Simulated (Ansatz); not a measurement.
Consider the formal exchange of groups at a C–O bond: `COC(=S)CCl` + CH₄ → `CC(=S)CCl` + CH₃OH.

Calculated with Ansatz (gas phase, PBE0-D4/def2-TZVP geometries, no zero-point term in ΔE). CCSD(T)/CBS adds triple-zeta CCSD(T) − MP2 to the extrapolated MP2 energy (def2 sets, frozen cores). This one scheme is used for every species. DFT in def2-TZVPP. One conformer a species, not always the lowest.

`COC(=S)CCl`:

Cartesian coordinates in Å:
```
C -0.692 -0.588 1.251
O -1.253 -0.068 0.050
C -0.493 0.286 -0.976
S -1.166 0.679 -2.399
C 0.999 0.313 -0.787
Cl 1.489 1.704 0.224
H -1.533 -0.719 1.927
H -0.226 -1.559 1.069
H 0.029 0.104 1.690
H 1.371 -0.587 -0.295
H 1.475 0.435 -1.753
```

CH₄:

Z-matrix (Å, degrees):
```
C
H 1 1.090
H 1 1.090 2 109.5
H 1 1.090 2 109.5 3 -120.0
H 1 1.090 2 109.5 3 120.0
```

`CC(=S)CCl`:

Z-matrix (Å, degrees):
```
C
C 1 1.487
H 1 1.095 2 109.4
H 1 1.095 2 110.6 3 -116.3
H 1 1.087 2 111.0 3 120.8
S 2 1.617 1 123.8 3 -112.6
C 2 1.501 1 117.2 3 70.5
Cl 7 1.786 2 113.8 1 -42.5
H 7 1.086 2 110.8 1 -164.3
H 7 1.094 2 108.7 1 75.7
```

CH₃OH:

```xyz
6

C     0.034   -0.346    0.078
O    -0.109    1.033    0.332
H     0.072   -0.847    1.046
H     0.960   -0.578   -0.463
H    -0.813   -0.757   -0.485
H    -0.143    1.495   -0.508
```

| level | ΔE (kJ/mol) | difference from CCSD(T)/CBS |
| --- | --- | --- |
| PBE-D4 | 19.4 | 16.8 |
| BLYP-D4 | 22.6 | 20.0 |
| BHLYP-D4 | 9.1 | 6.5 |
| CAM-B3LYP-D4 | 14.4 | 11.8 |
| PBE | 17.0 | 14.4 |
| revPBE | 13.7 | 11.1 |
| r2SCAN | 19.6 | 17.0 |
| PBE0 | 9.4 | 6.8 |
| CCSD/def2-TZVPP | 1.7 | -0.9 |
| CCSD(T)/def2-TZVPP | 6.2 | 3.6 |
| CCSD(T)/CBS | 2.6 | 0 |

(1) What do rigid-rotor, harmonic-oscillator terms from PBE0-D4/def2-TZVP frequencies (298.15 K, 1 bar) make of the CCSD(T)/CBS value? (An estimate is asked.)

Largest T1 diagnostic among the species: 0.015.

## Answers

(1) The calculation gave: ΔZPE = +2.2 kJ/mol, ΔH = +4.0 kJ/mol, ΔS = 36 J/(mol·K), ΔG = -6.8 kJ/mol.

At CCSD(T), def2-SVP lies +9.9 kJ/mol from the extrapolated value and def2-TZVPP +3.6 kJ/mol. The D4 term adds +3.7 kJ/mol with B3LYP and +2.2 kJ/mol with PBE0; it sums over pairs of atoms, weighted by their polarisabilities, and B3LYP, whose exchange is more repulsive, gets the larger term. From PBE to PBE0 (25 % exact exchange), in def2-TZVPP and without D4, ΔE moves by −7.6 kJ/mol.

CCSD(T)/CBS has its own doubt, a few kJ/mol and more with outer-core shells, so smaller differences from it don't rank the levels.

B3LYP here is the variant with VWN-RPA as its local correlation; programs differ in this.
